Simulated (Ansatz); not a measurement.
C3H6ClN (`CC(Cl)C=N`). Charge 0, multiplicity 1.

| atom | x (Å) | y (Å) | z (Å) |
| --- | --- | --- | --- |
| C1 | -0.3179 | -1.2959 | 0.2664 |
| C2 | 0.1327 | 0.0778 | 0.6844 |
| Cl3 | 1.8022 | 0.0306 | 1.3618 |
| C4 | 0.1450 | 1.0990 | -0.4146 |
| N5 | -0.3089 | 0.8285 | -1.5590 |
| H6 | 0.3202 | -1.6845 | -0.5269 |
| H7 | -1.3367 | -1.2397 | -0.1214 |
| H8 | -0.2926 | -1.9776 | 1.1165 |
| H9 | -0.4798 | 0.4610 | 1.5055 |
| H10 | 0.5705 | 2.0691 | -0.1318 |
| H11 | -0.2346 | 1.6318 | -2.1809 |

Task: Give the diagnostics of a CCSD(T)/def2-TZVPP run (frozen core, Ansatz). (An estimate is asked.)

Result: The calculation gave: T1 = 0.0107, largest single amplitude 0.011, largest double 0.032, (T) share of the correlation energy 4.2 %, 9 CCSD cycles. The RHF solution is stable towards an unrestricted one. T1 lies under the customary mark of 0.02 for closed shells.
